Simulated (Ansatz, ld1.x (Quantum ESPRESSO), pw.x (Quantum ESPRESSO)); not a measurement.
## Rb (diamond): variants of one TM potential in the solid

rubidium (Rb), norm-conserving Troullier–Martins (Kleinman–Bylander form), made with ld1.x (Quantum ESPRESSO) 7.5 (LDA (PW92), scalar-relativistic). Core [Kr], reference 4d0 5s0.5 5p0.5. Waves: 5p (bound): rc 4.20 bohr; 4d (bound, empty): rc 4.20 bohr; 5s (bound): rc 4.20 bohr. Local part: the s channel. Core correction: Bessel-smoothed model core inside 3.40 bohr.

Crystal test: diamond Rb in pw.x 7.5, no spin, 8³ k-points, Fermi–Dirac smearing 0.01 Ry, cutoffs set for each file from its atomic test. The reference is all-electron LAPW (Ansatz 0.2.0) with the same functional, mesh and smearing; V0 and B0 come from Birch–Murnaghan fits to the pressures at five volumes. Errors are pseudo minus all-electron; Δ is the rms difference of the E(V) curves that follow from these fits, minima aligned, over ±6 % about the mean V0. Mesh and smearing are coarse, so the numbers serve the comparison and aren't converged zero-temperature values; the lattice is a test structure that the element need not adopt.

All-electron: a0 = 9.839 Å (V0 = 119.05 Å³/atom), B0 = 1.2 GPa.

Base: The largest radius (4.20 bohr) exceeds half the bond length (4.03 bohr), so the spheres overlap, which is one possible source of error among others.

A dash in a converged row means that the minimum lies outside the volumes sampled.

| change | cutoffs (Ry) | pw.x | a0 (Å) | a0 error (%) | B0 error (%) | Δ (meV/atom) | mean pressure error (GPa) |
| --- | --- | --- | --- | --- | --- | --- | --- |
| base | 50/200 | converged | 9.802 | -0.37 | -8.2 | 0.4 | -0.01 |
| all radii but the core radius scaled by about 0.81 (s 3.40, p 3.40, d 3.40 bohr) | 50/200 | converged; bound ghost | – | – | – | – | -0.17 |
| all radii but the core radius scaled by about 0.93 (s 3.90, p 3.90, d 3.90 bohr) | 50/200 | converged | 9.805 | -0.34 | -8.4 | 0.3 | -0.01 |
| all radii but the core radius scaled by about 1.04 (s 4.36, p 4.36, d 4.36 bohr) | 50/200 | converged | 9.801 | -0.38 | -8.2 | 0.4 | -0.01 |
| all radii but the core radius scaled by about 1.19 (s 4.98, p 4.98, d 4.98 bohr) | 50/200 | converged | 9.803 | -0.37 | -8.0 | 0.4 | -0.01 |

Question: Give the row for: all radii but the core radius scaled by about 1.36 (s 5.72, p 5.72, d 5.72 bohr).

Answer: pw.x: converged; mean pressure error (GPa): -0.01; a0 (Å): 9.820; a0 error (%): -0.19; B0 error (%): -10.2; Δ (meV/atom): 0.2.
